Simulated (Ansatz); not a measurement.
## C$_{2}$H$_{6}$OS, singlet: the ladder up to RCCSDT(Q)

Geometry: MP2(full)/6-31G*, from the G2/97 set.

```
atom    x (Å)    y (Å)    z (Å)
   S   0.0000   0.1556  -0.4153
   O   0.0001   1.4245   0.4031
   C   1.3395  -0.8854   0.2040
   C  -1.3396  -0.8851   0.2040
   H   1.2558  -0.9727   1.2901
   H  -2.2794  -0.3900  -0.0454
   H   1.3043  -1.8697  -0.2693
   H   2.2794  -0.3904  -0.0454
   H  -1.3046  -1.8694  -0.2693
   H  -1.2559  -0.9725   1.2901
```

Basis 6-31G* (Cartesian d functions); Ansatz 0.2.0. Correlated methods freeze the noble-gas cores, which leaves 26 electrons in 68 orbitals. Prefix R: restricted or restricted open-shell reference. Active spaces: frontier = (8e, 8o) about the gap.

Full CI isn't at hand for all of this; RCCSDT(Q) serves as the reference, and is uncertain by about the last step of the cluster series.

```
UHF ⟨S²⟩                          : 0.000
T1 diagnostic (RCCSD)             : 0.0154
largest doubles amplitude (RCCSD) : 0.028
```

```csv
level,E − E(RHF) (eV)
RMP2,-15.6834
RCCSD,-16.7640
RCCSD(T),-17.2732
```

Q: Estimate how far RCCSDT(Q) in 6-31G* lies from RCCSD(T). The table doesn't fix it; the size of (T) and the diagnostics are the guide.

A: RCCSDT(Q) in 6-31G* lies 2.66 mEh below RCCSD(T), which is 14 % of the (T) step (-18.71 mEh). The diagnostics are small and the rest is a small part of (T), but (T) is large here. The miss exceeds 1 kcal/mol.

The other levels:

```
                    level  E − E(RCCSDT(Q)) (mEh)  share of correlation (%)    wall time
                     CISD                  111.43                     82.52         27 s
                  BCCD(T)                    2.31                     99.64        3.3 s
                   RCCSDT                    1.51                     99.76            –
  CASSCF (frontier space)                  522.35                     18.06            –
  MRCISD (frontier space)                   78.17                     87.74            –
MRCISD+Q (frontier space)                   14.98                     97.65  24 s (H100)
```

The correlation energy at RCCSDT(Q), counted from RHF, is -17.346 eV. That run took 12 s on 2 threads of AMD EPYC 7R13 with a shared H100 80 GB, shared host.

Times hold each run's SCF and search for its determinant on a shared host, so for small cases they say little of a method's own cost; rows without a card ran on 1 thread of AMD EPYC 7R13.

Atomization energy (electronic, same basis, no zero-point term; atoms at the same level, unrestricted beside the R rows where the molecule is a closed shell, with restricted open-shell steps beyond CCSDT(Q)) at RCCSDT(Q): 3172.8 kJ/mol. Errors of other levels:

| level | error (kJ/mol) |
| --- | --- |
| RHF | -744.4 |
| RMP2 | 39.6 |
| CISD | -266.5 |
| RCCSD | -42.4 |
| RCCSD(T) | -4.0 |
| BCCD(T) | -2.5 |
| RCCSDT | -3.6 |

This basis is far from its limit, so the value isn't to be set against a measured one. Truncated CI isn't size-consistent, which counts against it in atomization.
